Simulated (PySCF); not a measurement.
All values below come from B3LYP-D3(BJ)/def2-TZVP // PBE0-D4/def2-TZVP run with PySCF. Isolated molecules, 0 K electronic values unless said otherwise. B3LYP has the VWN-RPA correlation part, as in Gaussian. 

Reference species (SMILES): `[SiH3][B][SiH3]` (neutral, multiplicity 2).

```yaml
highest_occupied_spin_orbital: -5.41 eV
```

Changed species: `[OH]` (radical fragment; the reference has radical fragment).

Q: Give the shifts of the highest occupied spin orbital.

A: the highest occupied spin orbital drops by 3.43 eV, to -8.84 eV.
